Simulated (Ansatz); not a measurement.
**Ta: from a trial structure to a relaxed crystal**

Theory: DFT PBEsol, scalar-relativistic, plane waves, PAW (Ansatz). Cutoff 420 eV, Γ-centred k mesh, Gaussian smearing, no spin polarisation in the final step.

Ta was placed on the graphite structure type (P6_3/mmc, No. 194), at a guessed volume.

```xyz
4
Lattice="3.2332 0.0000 0.0000 -1.6166 2.8000 0.0000 0.0000 0.0000 8.8059" Properties=species:S:1:pos:R:3 pbc="T T T"
Ta    0.0000    0.0000    2.2015
Ta    0.0000    0.0000    6.6044
Ta    0.0000    1.8667    6.6044
Ta    1.6166    0.9333    2.2015
```

Cell and atoms relax at zero pressure; the relaxation can't lower the symmetry of the start. After a coarse first stage the cell is made exact in the group found at 0.06 Å.

Energies count from the standard state of Ta at the same level.

Problem. Describe the relaxed structure.

Solution. It keeps P6_3/mmc (No. 194), but not the shape of the type it started on. Conventional cell: a = 4.549 Å, c = 4.830 Å. Ta on Wyckoff site b (2 atoms of the primitive cell) is coordinated by 2 Ta at 2.41 Å and 3 Ta at 2.63 Å; Ta on Wyckoff site d (2 atoms of the primitive cell) is coordinated by 3 Ta at 2.63 Å.

```
Ta
1.0
     4.54928    0.00000    0.00000
    -2.27464    3.93980    0.00000
     0.00000    0.00000    4.82990
Ta
4
Direct
  0.00000 0.00000 0.25000
  0.00000 0.00000 0.75000
  0.33333 0.66667 0.75000
  0.66667 0.33333 0.25000
```

Problem. What are its volume, energy, density and gap?

Solution. The volume per atom is 21.64 Å³, the density is 13.88 g/cm³ and the energy over the standard structure is 1.72 eV/atom. The gap on the 12×12×10 mesh is 0 eV (a metal).

The final run used a 12×12×10 mesh on its 4-atom cell and 0.10 eV smearing. For metals, differences of a few meV/atom aren't resolved. Spin–orbit coupling is left out. Symmetry constrained the relaxation, so the result can be a saddle point.